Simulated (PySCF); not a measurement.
# PH3: calculation against experiment

**Measured values to compare with.**

From NIST CCCBDB Release 22 (SRD 101), experimental dipoles, for the gas: dipole moment (microwave Stark effect) 0.58 D.

The runs below try to reproduce these values; the comparison stands at the end.

Compound: PH₃.
SMILES with atom numbers: `[PH3:1]` (hydrogens: H2, H3, H4 on P1)

Structure used (GFN2-xTB), in Å, numbered top down from 1:
```xyz
4
PH3 angstrom
P     -0.0015    0.0035    0.5704
H     -0.5587    1.0086   -0.2056
H      1.1583   -0.0163   -0.1896
H     -0.5880   -0.9910   -0.1980
```

Runs made with PySCF (gas phase, on this GFN2-xTB geometry; no spin–orbit coupling):

| level | job | basis functions |
| --- | --- | --- |
| B97-2/6-31++G** | shieldings | 40 |
| B97-2/6-311G** | shieldings | 44 |
| BHandHLYP/6-31++G** | shieldings | 40 |
| BLYP/def2-SVPD | shieldings | 48 |
| HF/def2-SVPD | shieldings | 48 |
| HSE06/6-31++G** | shieldings | 40 |
| KT2/6-31++G** | shieldings | 40 |
| LC-wPBE/6-31++G** | shieldings | 40 |
| OLYP/6-31++G** | shieldings | 40 |
| PW91/3-21G | shieldings | 19 |
| WP04/6-31++G** | shieldings | 40 |
| wB97X/6-311G** | shieldings | 44 |

All basis functions are spherical.

Results beside the measurements:

**Dipole moment.** Measured: 0.58 D (NIST CCCBDB Release 22 (SRD 101), experimental dipoles).

| level | computed (D) | computed − measured (D) | % (from the printed values) |
| --- | --- | --- | --- |
| B97-2/6-31++G** | 0.99 | +0.41 | +71 |
| B97-2/6-311G** | 0.89 | +0.31 | +53 |
| BHandHLYP/6-31++G** | 0.89 | +0.31 | +53 |
| BLYP/def2-SVPD | 0.59 | +0.01 | +2 |
| HF/def2-SVPD | 0.72 | +0.14 | +24 |
| HSE06/6-31++G** | 1.01 | +0.43 | +74 |
| KT2/6-31++G** | 1.02 | +0.44 | +76 |
| LC-wPBE/6-31++G** | 1.04 | +0.46 | +79 |
| OLYP/6-31++G** | 1.03 | +0.45 | +78 |
| PW91/3-21G | 1.55 | +0.97 | +167 |
| WP04/6-31++G** | 0.80 | +0.22 | +38 |
| wB97X/6-311G** | 0.88 | +0.30 | +52 |

12 of the 60 levels run are shown, the closest and the furthest among them. Closest is BLYP/def2-SVPD (+0.01 D), furthest PW91/3-21G (+0.97 D); one molecule doesn't rank methods. All 60 levels lie above the measurement. The computed dipoles belong to one fixed geometry; measured ones are averaged over vibrations unless marked μe. Magnitudes are compared, not signs.

The geometry is computed, not the measured one. Where a level misses, the cause wasn't examined.
